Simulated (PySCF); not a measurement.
Species: C2H3 (doublet state).
Geometry (PBE0-D3(BJ)/def2-SVP, Å), atoms numbered from 1 in this order:
```xyz
5
C2H3 angstrom
C      0.787   -0.374    0.024
C     -0.473   -0.016   -0.027
H      1.766    0.104    0.069
H     -0.776    1.044   -0.034
H     -1.287   -0.751   -0.066
```

Level of theory: PBE0-D3(BJ)/def2-SVP geometry optimisation, gas phase (PySCF).

Masses are those of the commonest isotopes; rigid-rotor values at the optimised geometry. 

Q: Give the principal moments of inertia and the rotational constants in cm⁻¹.

A: Ia = 2.18, Ib = 15.62, Ic = 17.80 u·Å²; 505379 MHz·u·Å²/I gives 232003, 32356 and 28396 MHz, that is A = 7.73879, B = 1.07929, C = 0.94719 cm⁻¹.

Q: What kind of rotor is it?

A: A near-prolate asymmetric top; Ray's κ = -0.961.

Q: What does the inertial defect say?

A: Planar: Δ = Ic − Ia − Ib = 0.00 u·Å². For a rigid frame Δ = −2 Σ m c², so it vanishes when all atoms lie in the ab plane; here none is more than 0.01 Å from it.

Q: List the rotational levels J(Ka,Kc) to J = 3 (K).

A: Above 0(0,0), as E/k:
J = 1: 1(0,1) 2.916, 1(1,1) 12.497, 1(1,0) 12.687
J = 2: 2(0,2) 8.744, 2(1,2) 18.138, 2(1,1) 18.709, 2(2,1) 47.453, 2(2,0) 47.456
J = 3: 3(0,3) 17.480, 3(1,3) 26.598, 3(1,2) 27.739, 3(2,2) 56.200, 3(2,1) 56.214, 3(3,1) 104.585, 3(3,0) 104.585
Those of J = 1 are B + C, A + C and A + B.

Q: Which lines would a microwave search look for?

A: The dipole components are |μa| = 0.22 D, |μb| = 0.64 D, |μc| = 0.00 D; the mirror of this Cs structure is the ab plane, so μc vanishes by symmetry and there are no c-type lines. Intensities carry the squares of the components, which stand as 0.12 : 1.00 (a : b). Some lines, for components of 0.1 D or more:

| type | branch | J(Ka,Kc) | MHz | lower level (cm⁻¹) |
| --- | --- | --- | --- | --- |
| a | Q | 2(1,1) ← 2(1,2) | 11881 | 12.607 |
| a | Q | 3(1,2) ← 3(1,3) | 23761 | 18.487 |
| a | R | 3(1,3) ← 2(1,2) | 176280 | 12.607 |
| a | R | 3(2,2) ← 2(2,1) | 182256 | 32.982 |
| a | R | 3(2,1) ← 2(2,0) | 182490 | 32.984 |
| b | Q | 1(1,0) ← 1(0,1) | 203607 | 2.026 |
| b | Q | 3(1,2) ← 3(0,3) | 213762 | 12.149 |
| b | R | 2(1,2) ← 1(0,1) | 317191 | 2.026 |
| b | R | 2(2,1) ← 1(1,0) | 724405 | 8.818 |
| b | Q | 3(3,0) ← 3(2,1) | 1007880 | 39.071 |
| b | Q | 3(3,1) ← 3(2,2) | 1008171 | 39.061 |

Q: Estimate the classical rotational partition function at 298.15 K.

A: Point group Cs, symmetry number σ = 1; q = (√π/σ)·√((kT/h)³/(ABC)), k/h = 20836.6 MHz/K: 1880 at 298.15 K.

For this open shell read J as N, the rotation without spin; fine and hyperfine splittings come on top. PBE0-D3(BJ)/def2-SVP frequencies: not computed here. ⟨S²⟩ = 0.767 (exact for a doublet: 0.75). Zero-point vibration and centrifugal distortion are left out.
